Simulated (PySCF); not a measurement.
C₅H₁₀O.
Z-matrix (Å and degrees, GFN2-xTB geometry), rows numbered from 1:
```
C 
C   1  1.5085
O   2  1.2038  1  122.69
C   2  1.5229  1  114.58  3   179.12
C   4  1.5261  2  110.75  1   148.87
C   4  1.5333  2  107.47  1   -90.39
H   1  1.0892  2  108.54  3   106.75
H   1  1.0871  2  110.71  3  -134.80
H   1  1.0868  2  110.40  3   -12.57
H   4  1.0945  2  109.15  1    27.57
H   5  1.0871  4  109.79  2    55.02
H   5  1.0873  4  110.51  2   175.27
H   5  1.0875  4  110.49  2   -64.33
H   6  1.0875  4  110.00  2   179.30
H   6  1.0878  4  111.28  2    59.11
H   6  1.0875  4  109.93  2   -61.13
```

Method used: PySCF 2.14.0, density-fitted response routines, TDDFT CAM-B3LYP/def2-SVPD, vertical, gas phase, core orbitals frozen in the response.

Frontier orbitals with the atoms that hold most of them (Löwdin shares over 4%, at most four atoms; ? is withheld):

| orbital | ε (eV) | atoms |
| --- | --- | --- |
| HOMO-3 | -11.68 | C5 23%, O3 18%, H12 12%, C2 10% |
| HOMO-2 | -11.16 | C4 27%, C5 20%, H10 14%, C6 12% |
| HOMO-1 | -11.08 | ? |
| HOMO | -8.64 | ? |
| LUMO | 0.79 | C2 36%, O3 31%, C1 8%, C6 5% |
| LUMO+1 | 1.18 | C1 17%, C6 11%, H8 9%, C5 8% |
| LUMO+2 | 1.94 | C1 16%, C5 11%, H7 10%, H12 10% |

(1) Which atoms hold the HOMO, and with what shares?

(2) Which atoms hold the HOMO-1, and with what shares?

(3) How does S1 compare with the orbital gap of 9.43 eV?

(4) One configuration dominates each of S1, S2, S6 and S8. Which, and how do the shares of the two leading atoms of either orbital change from the occupied to the empty one?

Results:

(1) O3 (bonded to C) 56%; C2 (bonded to 2 C and O) 13%; C4 (bonded to 3 C and H) 12%; C1 (bonded to C and 3 H) 11%. By element: oxygen 56%, carbon 35% or more.

(2) C6 (bonded to C and 3 H) 19%; O3 (bonded to C) 19%; C4 (bonded to 3 C and H) 18%; C5 (bonded to C and 3 H) 17%. By element: carbon 54% or more, oxygen 19%.

(3) S1 is at 4.50 eV (f = 0.0002), 4.94 eV below the gap, made of HOMO→LUMO (94%). 

(4) 
- S1 (4.50 eV, f 0.0002), HOMO→LUMO (94%): O3 56% → 31%, C2 13% → 36%; low, almost dark, from the terminal oxygen into the C=O bond, the pattern of n→π*
- S2 (6.98 eV, f 0.015), HOMO→LUMO+1 (89%): O3 56% → at most 9%, C2 13% → at most 9%, C1 11% → 17%, C6 at most 9% → 11%
- S6 (8.25 eV, f 0.0040), HOMO-2→LUMO (82%): C4 27% → at most 6%, C5 20% → at most 6%, C2 at most 12% → 36%, O3 at most 12% → 31%
- S8 (8.56 eV, f 0.058), HOMO-1→LUMO (75%): C6 19% → 5%, O3 19% → 31%, C2 at most 18% → 36%

Löwdin shares depend on the basis, the more so with diffuse functions.

The run took 41 s on one thread, x86-64 server, on a shared host.

One conformer stands for the species.
